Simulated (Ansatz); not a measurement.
Input file:

```yaml
crystal:
  periodic: [false, false, false]
  atoms:
    - {symbol: H, position_ang: [0.000000, 0.000000, -1.527771]}
    - {symbol: H, position_ang: [0.000000, 0.000000, -0.782771]}
    - {symbol: N, position_ang: [0.000000, 0.000000, 1.735313]}
    - {symbol: C, position_ang: [0.000000, 0.000000, 0.575229]}
basis:
  gaussian: {orbitals: cc-pVDZ}
magnetization: {spin_polarized: false, initial_magnetization: 1}
correlation: {method: ccsdt_q, electrons: outside_noble_gas}
```

```sh
$ ansatz run in.yaml --threads 1 --pin off --events-out ev --progress --plain --max-ram 2393MiB
```

Output:

```
645 factors; integrals over basis functions are off by at most 1.4e-7 eV
mean field evaluation 1: about -2536.9393 eV, gradient 2.4e1 eV
mean field evaluation 2: about -2536.9423 eV, gradient 2.4e1 eV
mean field evaluation 4: about -2538.7295 eV, gradient 4.3e0 eV
mean field evaluation 8: about -2538.8857 eV, gradient 2.2e-1 eV
mean field evaluation 16: about -2538.8685 eV, gradient 1.2e0 eV
mean field evaluation 32: about -2538.8759 eV, gradient 8.7e-1 eV
mean field evaluation 64: about -2536.8092 eV, gradient 1.5e-1 eV
mean field evaluation 96: about -2536.7975 eV, gradient 9.7e-1 eV
mean field -2538.88598327 eV, -93.3023389663 hartree, gradient 1.0e-6 eV, S^2 0.750000; 5 other end points of the search recorded, 0 dependent functions left out
mean field evaluation 128: about -2536.9537 eV, gradient 1.8e1 eV
mean field evaluation 160: about -2536.8789 eV, gradient 1.0e-2 eV
determinant -2538.88598327 eV, -93.3023389663 hartree, with singles and doubles -2547.66111223 eV, -93.6248190078 hartree
determinant -2536.80955617 eV, -93.2260316781 hartree, with singles and doubles -2544.51033641 eV, -93.5090301321 hartree
2 core orbitals not correlated: weight in the atoms' cores, before any rotation towards them, 1.000 or more for the frozen orbitals, at most 0.000 for the correlated occupied ones
reference -2538.88598327 eV, -93.3023389663 hartree; 6, 5 occupied and 30, 31 virtual orbitals, 645 factors
second order -8.28064466 eV of doubles, -0.15102645 eV of singles
cycle   1  -8.30207171 eV  change    1.4e-1 eV  update   1.1e-1
cycle   2  -8.84260687 eV  change   -5.4e-1 eV  update   5.4e-2
cycle   3  -9.14307109 eV  change   -3.0e-1 eV  update   2.8e-2
cycle   4  -9.15876389 eV  change   -1.6e-2 eV  update   1.3e-2
cycle   5  -9.14805425 eV  change    1.1e-2 eV  update   9.7e-3
cycle   6  -9.15884539 eV  change   -1.1e-2 eV  update   3.8e-3
cycle   7  -9.16474834 eV  change   -5.9e-3 eV  update   2.5e-3
cycle   8  -9.16387290 eV  change    8.8e-4 eV  update   1.2e-3
cycle   9  -9.16308944 eV  change    7.8e-4 eV  update   5.7e-4
cycle  10  -9.16374286 eV  change   -6.5e-4 eV  update   2.2e-4
cycle  11  -9.16355245 eV  change    1.9e-4 eV  update   8.0e-5
cycle  12  -9.16356147 eV  change   -9.0e-6 eV  update   4.4e-5
cycle  13  -9.16363346 eV  change   -7.2e-5 eV  update   2.2e-5
cycle  14  -9.16362829 eV  change    5.2e-6 eV  update   1.2e-5
cycle  15  -9.16362684 eV  change    1.4e-6 eV  update   7.4e-6
cycle  16  -9.16363697 eV  change   -1.0e-5 eV  update   4.2e-6
cycle  17  -9.16363345 eV  change    3.5e-6 eV  update   2.7e-6
cycle  18  -9.16363366 eV  change   -2.1e-7 eV  update   1.4e-6
perturbative correction -0.04356133 eV, -0.0016008492 hartree
Total energy: -2548.09317825 eV, -93.6406971411 hartree
```

Ran on 1 thread of Intel Xeon Platinum 8488C, shared host: 33 s wall, 0.34 GiB peak host memory.
